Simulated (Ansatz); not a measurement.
Reaction: C3H4O (SMILES C(#C)CO) → C3H3 (SMILES C#C[CH2], doublet) + HO (SMILES [OH], doublet) (the C-O bond breaks)
Each species at its own B3LYP-D3(BJ)/def2-TZVP minimum (Ansatz, a program for electronic structure), one conformer.

Total energies in hartree (Ansatz). Radicals and triplets start from unrestricted determinants; spin-orbit coupling is neglected. Cores are frozen in correlated methods. No relativity. The UHF reference of C3H3 (C#C[CH2], doublet) is spin-contaminated (<S^2> up to 0.21 over the pure value in the sets run).

```tsv
species	HF/cc-pVTZ	CCSD(T)/cc-pVTZ	HF/cc-pVQZ	CCSD(T)/cc-pVQZ	CCSD(T)/cc-pVDZ	CCSDT(Q)/cc-pVDZ
1: C3H4O (SMILES C#CCO)	-190.78520	-191.55103	-190.79901	-191.60940	-191.35174	-191.35423
2: C3H3 (SMILES C#C[CH2], doublet)	-115.29335	-115.77806	-115.30065	-115.81044	-115.66330	-115.66591
3: HO (SMILES [OH], doublet)	-75.41896	-75.63769	-75.42557	-75.66159	-75.55935	-75.55979
```

Q: Work out the bond dissociation energy (electronic) in kcal/mol: take Hartree-Fock from cc-pVQZ, extrapolate the CCSD(T) correlation energy as X^-3 (X = 3, 4), and add CCSDT(Q) - CCSD(T) in cc-pVDZ. 1 hartree = 627.51 kcal/mol.

A: 
Species 1: correlation (64·(-0.81039) - 27·(-0.76583))/37 = -0.84291; step -0.00249; E1 = -190.79901 + (-0.84291) + (-0.00249) = -191.64441
Species 2: correlation (64·(-0.50979) - 27·(-0.48471))/37 = -0.52809; step -0.00261; E2 = -115.30065 + (-0.52809) + (-0.00261) = -115.83135
Species 3: correlation (64·(-0.23602) - 27·(-0.21873))/37 = -0.24864; step -0.00044; E3 = -75.42557 + (-0.24864) + (-0.00044) = -75.67465
-1·E1 +1·E2 +1·E3 = 0.13841 hartree = 86.9 kcal/mol.
